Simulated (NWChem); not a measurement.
System: acetonitrile (C₂H₃N); SMILES N#CC

The following NWChem deck was run.

```
start job
memory heap 200 mb stack 900 mb global 1100 mb
geometry units angstroms
  C      0.000000     0.000000    -1.162534
  C      0.000000     0.000000     0.290673
  N      0.000000     0.000000     1.447563
  H      1.019593     0.155513    -1.542979
  H     -0.375118    -0.960750    -1.542979
  H     -0.644475     0.805237    -1.542979
end
basis spherical
  * library 6-31g*
end
dft
  xc hfexch
  iterations 150
end
driver
  maxiter 120
end
task dft optimize
task dft freq
```

The level has its own optimisation; frequencies are unscaled.

Problem. What results follow from this input? (Hartree-Fock/6-31G* (spherical d).) Quantities: r C–C (Å); r C–H (Å); r C–N (Å); highest harmonic frequency (cm⁻¹); lowest (cm⁻¹); zero-point energy (kcal/mol); dipole (D).

Solution. The r C–C (Å) comes out as 1.467 and the r C–H (Å) comes out as 1.082. The r C–N (Å) comes out as 1.135 and the highest harmonic frequency (cm⁻¹) comes out as 3315. The lowest (cm⁻¹) is 426 and the zero-point energy (kcal/mol) comes out as 30.7. The dipole (D) is 4.04.
